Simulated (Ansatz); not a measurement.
**N2H (dinitrogen monohydride): levels of theory compared**

Aim: a comparison of 6 runs (UB2PLYP/STO-3G, UBLYP/STO-3G, RPA@PBE/STO-3G, UMP2/STO-3G, UCCSDTQ/STO-3G, UCCSD(T)/STO-3G) of N2H (dinitrogen monohydride). 

Program for the calculation: Ansatz 0.2.0.

34 further runs of the same task are left out: 34 set aside as unsound or not needed.

**1. Starting point**

N2H: 3 atoms, total charge 0, spin state doublet. SMILES: `[N]=N`. The H3–N2 distance was set to 1.296 Å, away from the relaxed value.

Bond lengths: N1–N2 1.164 Å. A long bond or contact: N2–H3 1.296 Å.

**2. The energy at UB2PLYP/STO-3G (run 1)**

The input, input.yaml:

```yaml
crystal:
  periodic: [false, false, false]
  atoms:
    - symbol: "N"
      position_ang: [0.772428, -0.893231, 0.330155]
    - symbol: "N"
      position_ang: [-0.185942, -0.438171, -0.147805]
    - symbol: H
      position_ang: [-0.472040, 0.825820, -0.172480]
basis:
  gaussian:
    orbitals: STO-3G
correlation:
  frozen_orbitals: {H: 0, "N": 1}
magnetization:
  spin_polarized: true
  initial_magnetization: 1
accuracy: high
hamiltonian:
  xc: {name: B2PLYP}
```

Launch:

```
ansatz run input.yaml --threads 1 --pin off --max-ram 2610MiB --events-out events.jsonl --progress --plain --runs-dir runs
```

The program printed:

```text
Warning: RAYON_NUM_THREADS=1 ignored (pool sized by the plan → 1); use --threads N
Functional definition: B2PLYP
  name "B2PLYP"
  parameter a = 0.53
  parameter c = 0.27
  exchange = (1 - a)*b88_x + a*exact_x
  correlation = (1 - c)*lyp_c + c*(mp2_os + mp2_ss)
168 factors; integrals over basis functions are off by at most 1.4e-8 eV
mean field evaluation 1: about -2947.7181 eV, gradient 8.1e0 eV
mean field evaluation 2: about -2947.7139 eV, gradient 8.1e0 eV
mean field evaluation 4: about -2948.1538 eV, gradient 1.2e0 eV
mean field evaluation 8: about -2948.1915 eV, gradient 7.4e-2 eV
mean field evaluation 16: about -2948.1912 eV, gradient 5.6e-5 eV
mean field -2948.19121260 eV, -108.3440287073 hartree, gradient 4.1e-8 eV, S^2 0.783752; 0 other end points of the search recorded, 0 dependent functions left out
2 core orbitals not correlated: weight in the atoms' cores, before any rotation towards them, 1.000 or more for the frozen orbitals, at most 0.000 for the correlated occupied ones
reference -2948.19122472 eV, -108.3440291527 hartree; 6, 5 occupied and 3, 4 virtual orbitals, 168 factors
second order -4.93439153 eV of doubles, -0.00000000 eV of singles
Total energy: -2949.52351044 eV, -108.3929897496 hartree
```

It took 0.88 s on 1 thread of Arm Neoverse V1, shared host.

**3. A single-point energy at UBLYP/STO-3G (run 2)**

The input, in.yaml:

```yaml
crystal:
  periodic: [false, false, false]
  atoms:
    - {symbol: "N", position_ang: [0.772428, -0.893231, 0.330155]}
    - {symbol: N, position_ang: [-0.185942, -0.438171, -0.147805]}
    - {symbol: H, position_ang: [-0.472040, 0.825820, -0.172480]}
basis:
  gaussian:
    orbitals: STO-3G
magnetization:
  spin_polarized: true
  initial_magnetization: 1
hamiltonian:
  xc: {name: BLYP}
accuracy: high
```

Launch:

```
ansatz run in.yaml --threads 1 --pin off --max-ram 2610MiB --events-out events.jsonl --progress --plain --runs-dir runs
```

The program printed:

```text
Warning: RAYON_NUM_THREADS=1 ignored (pool sized by the plan → 1); use --threads N
Functional definition: BLYP
  name "BLYP"
  parameter beta = 0.0042
  parameter a = 0.04918
  parameter b = 0.132
  parameter c = 0.2533
  parameter d = 0.349
  exchange = b88_x(beta = beta)
  correlation = lyp_c(a = a, b = b, c = c, d = d)
168 factors; integrals over basis functions are off by at most 1.4e-8 eV
mean field evaluation 1: about -2952.3428 eV, gradient 8.4e0 eV
mean field evaluation 2: about -2949.6159 eV, gradient 2.5e1 eV
mean field evaluation 4: about -2952.7886 eV, gradient 4.5e-1 eV
mean field evaluation 8: about -2952.7392 eV, gradient 5.6e-3 eV
mean field evaluation 16: about -2952.7392 eV, gradient 6.9e-7 eV
mean field -2952.73922226 eV, -108.5111649797 hartree, gradient 3.6e-8 eV, S^2 0.755947; 0 other end points of the search recorded, 0 dependent functions left out
reference -2952.73924792 eV, -108.5111659227 hartree; 8, 7 occupied and 3, 4 virtual orbitals, 168 factors
Total energy: -2952.73924792 eV, -108.5111659227 hartree
```

Wall time 0.7 s (1 thread of Arm Neoverse V1, shared host).

Run 3 isn't shown in full; the table further down has it.

**4. The energy at UMP2/STO-3G (run 4)**

The input, molecule.yaml:

```yaml
crystal:
  periodic: [false, false, false]
  atoms:
    - {symbol: N, position_ang: [0.772428, -0.893231, 0.330155]}
    - {symbol: "N", position_ang: [-0.185942, -0.438171, -0.147805]}
    - {symbol: H, position_ang: [-0.472040, 0.825820, -0.172480]}
basis:
  gaussian: {orbitals: STO-3G}
magnetization: {spin_polarized: true, initial_magnetization: 1}
correlation: {method: mp2, frozen_orbitals: {H: 0, "N": 1}}
total_charge: 0
accuracy: high
```

Launch:

```
ansatz run molecule.yaml --threads 1 --pin off --max-ram 2610MiB --events-out events.jsonl --progress --plain --runs-dir runs
```

The program printed:

```text
Warning: RAYON_NUM_THREADS=1 ignored (pool sized by the plan → 1); use --threads N
Functional definition: HF
  name "HF"
  exchange = exact_x
  correlation = 0
168 factors; integrals over basis functions are off by at most 1.4e-8 eV
mean field evaluation 1: about -2936.8886 eV, gradient 8.5e0 eV
mean field evaluation 2: about -2936.9343 eV, gradient 8.5e0 eV
mean field evaluation 4: about -2937.5310 eV, gradient 2.2e0 eV
mean field evaluation 8: about -2937.7345 eV, gradient 6.0e-1 eV
mean field evaluation 16: about -2937.8022 eV, gradient 5.6e-4 eV
mean field -2937.80221003 eV, -107.9622399047 hartree, gradient 3.1e-8 eV, S^2 1.018706; 0 other end points of the search recorded, 0 dependent functions left out
2 core orbitals not correlated: weight in the atoms' cores, before any rotation towards them, 1.000 or more for the frozen orbitals, at most 0.000 for the correlated occupied ones
reference -2937.80221003 eV, -107.9622399047 hartree; 6, 5 occupied and 3, 4 virtual orbitals, 168 factors
second order -2.82828110 eV of doubles, -0.00000000 eV of singles
Total energy: -2940.63049113 eV, -108.0661773179 hartree
```

Wall time 0.06 s (1 thread of Arm Neoverse V1, shared host).

Run 5 isn't shown in full; the table further down has it.

**5. A single-point energy at UCCSD(T)/STO-3G (run 6)**

The input, input.yaml:

```yaml
crystal:
  periodic: [false, false, false]
  atoms:
    - {symbol: "N", position_ang: [0.772428, -0.893231, 0.330155]}
    - {symbol: N, position_ang: [-0.185942, -0.438171, -0.147805]}
    - {symbol: H, position_ang: [-0.472040, 0.825820, -0.172480]}
basis:
  gaussian: {orbitals: STO-3G}
magnetization: {spin_polarized: true, initial_magnetization: 1}
correlation: {method: ccsd_t, frozen_orbitals: {H: 0, "N": 1}}
accuracy: high
scf: {omitted_lower_state_checks: [cluster_reference, increment]}
```

Launch:

```
ansatz run input.yaml --threads 1 --pin off --max-ram 2610MiB --events-out events.jsonl --progress --plain --runs-dir runs
```

The program printed:

```text
Warning: RAYON_NUM_THREADS=1 ignored (pool sized by the plan → 1); use --threads N
[... 12 lines left out ...]
2 core orbitals not correlated: weight in the atoms' cores, before any rotation towards them, 1.000 or more for the frozen orbitals, at most 0.000 for the correlated occupied ones
[... 27 lines left out ...]
Total energy: -2941.84712725 eV, -108.1108878707 hartree
Checks for a lower state left out: cluster_reference, increment
```

It took 0.22 s on 1 thread of Arm Neoverse V1, shared host.

**6. The series**

```tsv
run	level	frozen core orbitals	energy (Eh)	⟨S²⟩	wall time
1	UB2PLYP/STO-3G	2	-108.392990	0.784	0.88 s
2	UBLYP/STO-3G	–	-108.511166	0.756	0.7 s
3	RPA@PBE/STO-3G	2	-108.174484	0.756	0.78 s
4	UMP2/STO-3G	2	-108.066177	1.019	0.06 s
5	UCCSDTQ/STO-3G	2	-108.112849	1.019	34 s
6	UCCSD(T)/STO-3G	2	-108.110888	1.019	0.22 s
```

**7. Summary of results**

| quantity | value |
| --- | --- |
| run 6: total energy | -108.11089 Eh |
| run 6: correlation energy (2 core orbitals frozen) | -148.6 mEh |
| run 6: (T) correction | -1.78 mEh |
| run 6: ⟨S²⟩ of the reference determinant | 1.019 |
| run 6: T1 diagnostic | 0.061 |

What this shows: Totals of different functionals can't be ranked against each other. In runs 1, 2, 3, 4, 5, 6 the basis is minimal, so the values are rough. Spin contamination of the reference: run 4 ⟨S²⟩ = 1.02, run 5 ⟨S²⟩ = 1.02, run 6 ⟨S²⟩ = 1.02. All runs together took 37 s, the longest 34 s.
